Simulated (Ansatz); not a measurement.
C5H8 can be A, `C=CCC=C`, or B, `C=C=CCC`.

Program: Ansatz. Geometries: PBE0-D4/def2-TZVP. ΔE: electronic, gas phase. CCSD(T)/CBS adds triple-zeta CCSD(T) − MP2 to the extrapolated MP2 energy (def2 sets, frozen cores). DFT in def2-TZVPP. B3LYP here is the variant with VWN-RPA as its local correlation; programs differ in this. Each species was taken in one conformer, which may not be the lowest.

A:

```xyz
13

C    -1.8957   -1.3809    0.2957
C    -0.7381   -0.9910   -0.2181
C     0.3150   -0.2267    0.5235
C     0.5565    1.1205   -0.0847
C     1.7043    1.5194   -0.6133
H    -2.1553   -1.1721    1.3292
H    -2.6240   -1.9250   -0.2944
H    -0.5141   -1.2118   -1.2598
H     0.0035   -0.1120    1.5680
H     1.2539   -0.7918    0.5229
H    -0.2988    1.7932   -0.0943
H     2.5762    0.8723   -0.6270
H     1.8165    2.5061   -1.0476
```

B:

```xyz
13

C     1.4344   -1.7955   -1.5162
C     0.9980   -0.7024   -0.9625
C     0.5610    0.3860   -0.3994
C    -0.1003    0.4493    0.9468
C    -1.5266    0.9773    0.8648
H     0.7942   -2.4016   -2.1497
H     2.4544   -2.1355   -1.3662
H     0.6629    1.3235   -0.9453
H    -0.0893   -0.5443    1.4006
H     0.4905    1.1019    1.5999
H    -1.5533    1.9728    0.4139
H    -2.1504    0.3200    0.2550
H    -1.9755    1.0483    1.8583
```

Problem. Which is lower in electronic energy at CCSD(T)/CBS, and by how much? (An estimate is asked.)

Solution. Ansatz gave: A, by 9.0 kcal/mol.

Problem. Give E(B) − E(A) in kcal/mol with CCSD(T)/def2-TZVPP, PBE-D4, HF/def2-TZVPP, CCSD(T)/def2-SVP, B3LYP, ωB97M-V, CCSD/def2-TZVPP. (An estimate is asked.)

Solution. The calculation gave: CCSD(T)/def2-TZVPP 8.8, PBE-D4 5.4, HF/def2-TZVPP 9.9, CCSD(T)/def2-SVP 8.8, B3LYP 6.4, ωB97M-V 7.5, CCSD/def2-TZVPP 8.9. None reverses the order clearly.

Problem. Does the order hold for the free energy at 298.15 K (harmonic terms from PBE0-D4)? (An estimate is asked.)

Solution. Ansatz gave: Yes: G(B) − G(A) = +8.0 kcal/mol, for one conformer each.

Largest T1 diagnostic: 0.011.

From r2SCAN to r2SCAN0 (25 % exact exchange), in def2-TZVPP and without D4, E(B) − E(A) moves by +0.9 kcal/mol. In def2-TZVPP, CCSD(T) changes the Hartree–Fock value by −1.0 kcal/mol (the triples alone add −0.1 kcal/mol) and MP2 by −1.3 kcal/mol.
